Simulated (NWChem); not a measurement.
# UMN15-L/6-311G (density fitting) run of C3H7O− (SMILES CC(C)[O-])

Aim: the electrostatic solvation energy at fixed shape (COSMO, toluene) of C3H7O− at UMN15-L/6-311G (density fitting), from 2 runs. 

The results are computed with NWChem 7.3.0.

8 further runs of the same task are left out: 3 that didn't finish, 5 set aside as unsound or not needed.

## (1) The system as given

The species is C3H7O− (11 atoms), meant as a singlet with charge -1. As SMILES, `CC(C)[O-]`. The coordinates come from a GFN2-xTB relaxation.

Bond lengths: C1–C2 1.582 Å, C2–C3 1.582 Å, C2–O4 1.299 Å, C1–H5 1.089 Å, C1–H6 1.093 Å, C1–H7 1.090 Å, C2–H8 1.165 Å, C3–H9 1.090 Å, C3–H10 1.089 Å, C3–H11 1.093 Å. Some angles: C1–C2–C3 105.5°, C1–C2–O4 114.7°, C3–C2–O4 114.7°, C1–C2–H8 103.4°, C3–C2–H8 103.4°, O4–C2–H8 113.8°, C2–C1–H5 109.2°, C2–C1–H6 111.7°, C2–C1–H7 109.4°, C2–C3–H9 109.4°.

## (2) A single-point energy at UMN15-L/6-311G (density fitting)

File a.nw:

```
start a
title "C3H7O"
memory stack 880 mb heap 220 mb global 1100 mb
charge -1
geometry noautosym nocenter noautoz
 C       -0.270670       1.077950      -0.647390
 C       -0.510620      -0.422350      -0.207460
 C        0.668760      -0.763280       0.790060
 O       -0.651240      -1.261090      -1.189960
 H       -1.094210       1.400660      -1.283060
 H       -0.203380       1.746700       0.214530
 H        0.651750       1.142400      -1.224160
 H       -1.441960      -0.354420       0.488330
 H        1.616710      -0.736110       0.253150
 H        0.526330      -1.770400       1.180380
 H        0.708530      -0.060050       1.625600
end
basis spherical
 * library 6-311G
end
basis "cd basis" spherical
 * library "dgauss a2 dft coulomb fitting"
end
dft
 xc mn15-l
 odft
 grid medium
 convergence energy 1e-05
 direct
 mulliken
end
task dft energy
```

Launch:

```
nwchem a.nw > a.out
```

Log:

```text
[...]
          Wavefunction type:  spin polarized.
          No. of atoms     :    11
          No. of electrons :    34
[...]
          Charge           :    -1
          Spin multiplicity:     1
[...]
          AO basis - number of functions:    73
[...]
              XC Information
              --------------
                       MN15-L Method XC Functional
                        MN15-L Exchange Functional  1.000
                      MN15-L Correlation Potential  1.000
[...]
 d= 0,ls=0.0,diis     1   -193.4038553223 -3.19D+02  2.86D-02  6.69D-01     1.7
[...]
 d= 0,ls=0.0,diis     9   -193.5229077752 -7.64D-07  5.90D-06  1.99D-08    11.5
[...]
         Total DFT energy =     -193.522907775207
      One electron energy =     -517.390168240957
           Coulomb energy =      225.851969770505
    Exchange-Corr. energy =      -27.521307338213
 Nuclear repulsion energy =      125.536598033458
[...]
      Total Density - Mulliken Population Analysis
     ---------------------------------------------
    Atom       Charge   Shell Charges
 -----------   ------   -------------------------------------------------------
    1 C    6     6.48   1.12  0.87  0.56  0.78  1.64  0.62  0.91
    2 C    6     5.83   1.12  0.87  0.53  0.77  1.55  0.50  0.48
    3 C    6     6.48   1.12  0.87  0.56  0.78  1.64  0.62  0.91
    4 O    8     8.70   1.10  0.89  0.90  0.99  2.08  0.99  1.75
    5 H    1     0.89   0.28  0.45  0.16
    6 H    1     0.93   0.28  0.46  0.20
    7 H    1     0.90   0.28  0.44  0.18
    8 H    1     1.06   0.27  0.51  0.28
    9 H    1     0.90   0.28  0.44  0.18
   10 H    1     0.89   0.28  0.45  0.16
[...]
      <S2> =      0.0000 (Exact =     0.0000)
[...]
```

Run time: 13 s. Hardware: 1 thread of AMD EPYC 9R14 (Zen 4), shared host; peak memory 0.12 GiB.

## (3) The energy at UMN15-L/6-311G (density fitting, COSMO toluene)

File calc.nw:

```
start calc
title "C3H7O"
memory total 2200 mb
charge -1
geometry units angstrom noautosym nocenter
   zmatrix
     C
     C 1 1.581776
     C 2 1.58184 1 105.4687
     O 2 1.299448 1 114.72987 3 -127.25606
     H 1 1.089237 2 109.18557 4 56.83263
     H 1 1.093005 5 108.99481 2 -122.30877
     H 1 1.089806 5 108.27403 6 -118.69565
     H 2 1.164531 4 113.75699 1 118.81621
     H 3 1.08978 2 109.41951 8 -173.47805
     H 3 1.089462 9 108.2569 2 118.82751
     H 3 1.092813 10 109.0081 9 -118.68858
   end
end
basis spherical
   C library 6-311G
   O library 6-311G
   H library 6-311G
end
basis "cd basis" spherical
   C library "dgauss a2 dft coulomb fitting"
   O library "dgauss a2 dft coulomb fitting"
   H library "dgauss a2 dft coulomb fitting"
end
cosmo
   solvent toluene
end
dft
   xc mn15-l
   odft
   grid medium
   convergence energy 1e-05
   direct
   mulliken
   print low
end
task dft energy
```

Launch:

```
nwchem calc.nw > calc.out
```

Log:

```text
[...]
 d= 0,ls=0.0,diis     1   -193.4038552012 -3.19D+02  2.86D-02  6.69D-01     1.8
[...]
 d= 0,ls=0.0,diis     7   -193.5851450859 -6.70D-09  4.51D-07  6.03D-10    21.5
[...]
         Total DFT energy =     -193.585145085868
      One electron energy =     -521.693963060162
           Coulomb energy =      226.215899322437
    Exchange-Corr. energy =      -27.543933549761
 Nuclear repulsion energy =      125.536581133630
             COSMO energy =        3.900271067989
[...]
      Total Density - Mulliken Population Analysis
     ---------------------------------------------
    Atom       Charge   Shell Charges
 -----------   ------   -------------------------------------------------------
    1 C    6     6.52   1.12  0.87  0.56  0.78  1.64  0.64  0.92
    2 C    6     5.85   1.12  0.87  0.53  0.77  1.55  0.51  0.50
    3 C    6     6.52   1.12  0.87  0.56  0.78  1.64  0.64  0.92
    4 O    8     8.77   1.10  0.89  0.90  0.99  2.08  0.99  1.82
    5 H    1     0.87   0.28  0.44  0.14
    6 H    1     0.90   0.28  0.45  0.16
    7 H    1     0.88   0.28  0.44  0.16
    8 H    1     1.04   0.27  0.51  0.26
    9 H    1     0.88   0.28  0.44  0.16
   10 H    1     0.87   0.28  0.44  0.15
[...]
      <S2> =     -0.0000 (Exact =     0.0000)
[...]
```

It took 23 s on 1 thread of AMD EPYC 9R14 (Zen 4), shared host; peak memory 0.12 GiB.

## (4) Summary of results

At UMN15-L/6-311G (density fitting):

| quantity | value |
| --- | --- |
| gas phase: total energy | -193.52291 Eh |
| gas phase: HOMO energy | 1.58 eV |
| gas phase: LUMO energy | 5.56 eV |
| gas phase: HOMO–LUMO gap (to an unbound level, set by the basis) | 3.98 eV |
| COSMO, toluene: total energy | -193.58515 Eh |
| COSMO, toluene: solvent term in the energy | -163.4 kJ/mol |
| energy change from gas to solvent at fixed shape | -1.694 eV |

What this shows: The solvent model (COSMO, toluene) lowers the energy by 1.69 eV (−163 kJ/mol) at the same shape. It holds the electrostatic part alone, without cavity or dispersion terms. Mulliken charges (gas phase) run from -0.70 on O4 to +0.17 on C2; they depend strongly on the basis. The HOMO (gas phase) lies at positive energy, 1.58 eV, as semi-local functionals often give for anions; only total energies tell whether the electron is bound.
